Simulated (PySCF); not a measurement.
NaCl, SMILES [Na][Cl]. The structure is a stationary point at B3LYP-D3(BJ)/def2-TZVPD.

Q: Give the equilibrium geometry at B3LYP-D3(BJ)/def2-TZVPD (PySCF confirms it by a frequency run) as bond lengths and angles, and its point group. (An estimate is asked for; the answer gives what the named calculation found.)

A: point group C∞v.
Atoms: Na1 Cl2. Bonds (Å): Na1–Cl2 2.369.
Charge 0, spin multiplicity 1.
